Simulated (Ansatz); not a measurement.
# BH5OSi: basis-set convergence

The task here is to estimate one member of a computed series from the others.

Method: one geometry, several basis sets; program: Ansatz 0.2.0, Gaussian basis.

Plan: PBE0-D4/def2-SVP; ωB97M-V/def2-SVP; PBE0-D4/def2-QZVPP; ωB97M-V/def2-QZVPP; the functionals' def2-TZVPP values are taken from earlier runs.

### Structure used throughout

The geometry comes from an earlier relaxation with PBE0-D4 in a triple-zeta def2 set; it is a stationary point, not always the lowest conformer.

SMILES `B[SiH2]O`, 8 atoms, charge 0, spin multiplicity 1.

Atoms are counted from 1 here; the program's logs count them from 0.

Bond lengths: B1–Si2 2.005 Å, B1–H4 1.197 Å, B1–H5 1.197 Å, Si2–O3 1.655 Å, Si2–H6 1.486 Å, Si2–H7 1.500 Å, O3–H8 0.958 Å. Angles: Si2–B1–H4 124.0°, Si2–B1–H5 119.0°, H4–B1–H5 116.9°, B1–Si2–O3 116.3°, B1–Si2–H6 111.5°, B1–Si2–H7 105.1°, O3–Si2–H6 105.0°, O3–Si2–H7 111.2°, H6–Si2–H7 107.5°, Si2–O3–H8 117.3°.

Set-up of the first run:

in.yaml reads:

```yaml
crystal:
  periodic: [false, false, false]
  atoms:
    - {symbol: B, position_ang: [-0.931926, 0.607171, -0.805092]}
    - {symbol: Si, position_ang: [0.619727, 0.066430, 0.343604]}
    - {symbol: O, position_ang: [0.419822, -1.306655, 1.245127]}
    - {symbol: H, position_ang: [-1.863189, -0.104347, -1.050525]}
    - {symbol: H, position_ang: [-0.922741, 1.686233, -1.324195]}
    - {symbol: H, position_ang: [0.965216, 1.126496, 1.326429]}
    - {symbol: H, position_ang: [1.776714, -0.067963, -0.600864]}
    - {symbol: H, position_ang: [0.028478, -2.064466, 0.809717]}
basis:
  gaussian: {orbitals: def2-SVP}
hamiltonian: {xc: pbe0, dispersion: d4}
output: {orbitals: {seedname: orbitals}}
```

On the command line:

```bash
ansatz run in.yaml --threads 2 --pin off --events-out ev --progress --plain --max-ram 4352MiB
```

Steps of the session up to this table: PBE0-D4 in def2-SVP; ωB97M-V in def2-SVP; PBE0-D4 in def2-QZVPP; ωB97M-V in def2-QZVPP.

One table of the session follows, with a row left open; its other results are not shown here.

It belongs to the step «Density functionals: the series». 

```
functional       basis  HOMO (eV)  LUMO (eV)
   PBE0-D4    def2-SVP      -7.86      -2.41
   PBE0-D4  def2-TZVPP          ?          ?
   PBE0-D4  def2-QZVPP      -7.98      -2.48
   ωB97M-V    def2-SVP     -10.03      -0.33
   ωB97M-V  def2-TZVPP     -10.17      -0.50
   ωB97M-V  def2-QZVPP     -10.19      -0.55
```

Estimate the missing values for PBE0-D4, def2-TZVPP.

**Answer.** HOMO (eV): -7.96; LUMO (eV): -2.47. In the column «HOMO (eV)» it lies between PBE0-D4, def2-QZVPP (-7.98) and PBE0-D4, def2-SVP (-7.86).
